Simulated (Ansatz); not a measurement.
**Al2H3+ (triplet): from Hartree-Fock to the top rungs, cc-pVDZ**

The task here is to estimate one member of a computed series from the others.

The runs use Ansatz 0.2.0, Gaussian basis; cc-pVDZ, core rule «outside noble gas», up to 10 orbitals frozen.

To be run: UHF; CCSD(T) on ROHF; CCSD(T) on UHF; BCCD(T) on ROHF; CISD; CCSDT(Q) on ROHF; CCSDT(Q) on UHF.

24 further runs of the same task are left out: 2 for a known fault of the program, 8 that didn't finish, 14 set aside as unsound or not needed.

## The system

The geometry is a PBE0/def2-TZVP stationary point (not a proven minimum) of the parent state, kept for this charge and spin.

5 atoms, charge 1, spin multiplicity 3.

Atoms are counted from 1 here; the program's logs count them from 0.

Bond lengths: Al1–Al2 2.456 Å, Al1–H3 1.587 Å, Al1–H4 1.587 Å, Al2–H5 1.589 Å. Angles: Al2–Al1–H3 117.8°, Al2–Al1–H4 117.8°, H3–Al1–H4 124.5°, Al1–Al2–H5 180.0°.

Set-up of the first run:

Contents of in.yaml:

```yaml
crystal:
  periodic: [false, false, false]
  atoms:
    - {symbol: Al, position_ang: [0.000000, 0.000000, 1.208018]}
    - {symbol: Al, position_ang: [0.000000, 0.000000, -1.247506]}
    - {symbol: H, position_ang: [0.000000, 1.404177, 1.946978]}
    - {symbol: H, position_ang: [0.000000, -1.404176, 1.946978]}
    - {symbol: H, position_ang: [0.000000, 0.000000, -2.836903]}
basis:
  gaussian: {orbitals: cc-pVDZ}
total_charge: 1
magnetization: {spin_polarized: true, initial_magnetization: 2}
hamiltonian: {xc: hf}
output: {orbitals: {seedname: orbitals}}
```

Command:

```bash
> ansatz run in.yaml --threads 1 --pin off --events-out ev --progress --plain --max-ram 2393MiB
```

Steps of the session up to this table: UHF; CCSD(T) on ROHF; CCSD(T) on UHF; BCCD(T) on ROHF; CISD; CCSDT(Q) on ROHF; CCSDT(Q) on UHF.

One of the session's tables, all rows but one given; the rest of the session is left out.

It belongs to the step «Misses and costs». 

```
   method  from UCCSDT(Q) (kcal/mol)
     ROHF                     +86.50
      UHF                          ?
     RMP2                     +26.12
     UMP2                     +25.69
     CISD                      +8.25
    RCCSD                      +3.18
    UCCSD                      +3.13
 RCCSD(T)                      +1.05
 UCCSD(T)                      +1.04
  BCCD(T)                      +1.02
   RCCSDT                      +0.09
   UCCSDT                      +0.08
RCCSDT(Q)                      +0.01
UCCSDT(Q)                          0
```

Estimate the missing values for UHF.

As computed: from UCCSDT(Q) (kcal/mol): +85.26. In the column «from UCCSDT(Q) (kcal/mol)» it lies between RMP2 (+26.12) and ROHF (+86.50).

Caveats from the session: Restricted and unrestricted rows rest on different reference determinants; where their highest levels disagree by more than a few hundredths of an eV, they describe different states and don't form one ladder.
